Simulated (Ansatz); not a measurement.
**C6H10: how energies converge with the basis set**

One table from this session's results is given with a row withheld; the runs are named, their logs left out.

Computed with Ansatz 0.2.0, Gaussian basis. Level: one geometry, several basis sets.

Levels to be run: PBE0-D4/def2-SVP; ωB97M-V/def2-SVP; PBE0-D4/def2-QZVPP; ωB97M-V/def2-QZVPP; the functionals' def2-TZVPP values are taken from earlier runs.

**The geometry**

The geometry comes from an earlier relaxation with PBE0-D4 in a triple-zeta def2 set; it is a stationary point, not always the lowest conformer.

SMILES `CCC#CCC`, 16 atoms, charge 0, spin multiplicity 1.

Atoms are counted from 1 here; the program's logs count them from 0.

Bond lengths: C1–C2 1.527 Å, C1–H7 1.091 Å, C1–H8 1.092 Å, C1–H9 1.091 Å, C2–C3 1.455 Å, C2–H10 1.095 Å, C2–H11 1.095 Å, C3–C4 1.203 Å, C4–C5 1.455 Å, C5–C6 1.527 Å, C5–H12 1.095 Å, C5–H13 1.095 Å, C6–H14 1.091 Å, C6–H15 1.091 Å, C6–H16 1.092 Å. Angles: C2–C1–H7 110.8°, C2–C1–H8 110.6°, C2–C1–H9 110.8°, H7–C1–H8 108.4°, H7–C1–H9 107.9°, H8–C1–H9 108.4°, C1–C2–C3 112.9°, C1–C2–H10 109.7°, C1–C2–H11 109.7°, C3–C2–H10 109.1°, C3–C2–H11 109.1°, H10–C2–H11 106.0°, C2–C3–C4 178.9°, C3–C4–C5 178.9°, C4–C5–C6 112.9°, C4–C5–H12 109.1°, C4–C5–H13 109.1°, C6–C5–H12 109.7° and more.

The first run:

The input, in.yaml:

```yaml
crystal:
  periodic: [false, false, false]
  atoms:
    - {symbol: C, position_ang: [1.031941, -2.486513, -0.368724]}
    - {symbol: C, position_ang: [1.738795, -1.154270, -0.604965]}
    - {symbol: C, position_ang: [0.895122, -0.006666, -0.309462]}
    - {symbol: C, position_ang: [0.180249, 0.928204, -0.059500]}
    - {symbol: C, position_ang: [-0.705038, 2.040332, 0.249583]}
    - {symbol: C, position_ang: [-2.081430, 1.586962, 0.729511]}
    - {symbol: H, position_ang: [0.143166, -2.569584, -0.996616]}
    - {symbol: H, position_ang: [1.697588, -3.320445, -0.601690]}
    - {symbol: H, position_ang: [0.716681, -2.577979, 0.672101]}
    - {symbol: H, position_ang: [2.644115, -1.102290, 0.009583]}
    - {symbol: H, position_ang: [2.075391, -1.094058, -1.645665]}
    - {symbol: H, position_ang: [-0.813045, 2.671200, -0.639416]}
    - {symbol: H, position_ang: [-0.236688, 2.670816, 1.013202]}
    - {symbol: H, position_ang: [-2.576983, 0.982516, -0.032160]}
    - {symbol: H, position_ang: [-1.995930, 0.982217, 1.633969]}
    - {symbol: H, position_ang: [-2.713933, 2.449526, 0.950250]}
basis:
  gaussian: {orbitals: def2-SVP}
hamiltonian: {xc: pbe0, dispersion: d4}
output: {orbitals: {seedname: orbitals}}
```

Started as:

```bash
$ ansatz run in.yaml --threads 2 --pin off --events-out ev --progress --plain --max-ram 32768MiB --backend cpu
```

Among the steps run: PBE0-D4 in def2-SVP; ωB97M-V in def2-SVP; PBE0-D4 in def2-QZVPP; ωB97M-V in def2-QZVPP.

One of the session's tables, all rows but one given; the rest of the session is left out.

It belongs to the step «Functionals by basis». 

```
functional       basis  HOMO (eV)  LUMO (eV)
   PBE0-D4    def2-SVP      -7.00       1.46
   PBE0-D4  def2-TZVPP      -7.05       1.13
   PBE0-D4  def2-QZVPP      -7.06       0.73
   ωB97M-V    def2-SVP      -9.24       3.33
   ωB97M-V  def2-TZVPP      -9.30       2.61
   ωB97M-V  def2-QZVPP          ?          ?
```

Estimate the missing values for ωB97M-V, def2-QZVPP.

**Answer.** HOMO (eV): -9.31; LUMO (eV): 1.82. In the column «HOMO (eV)» it is the lowest.
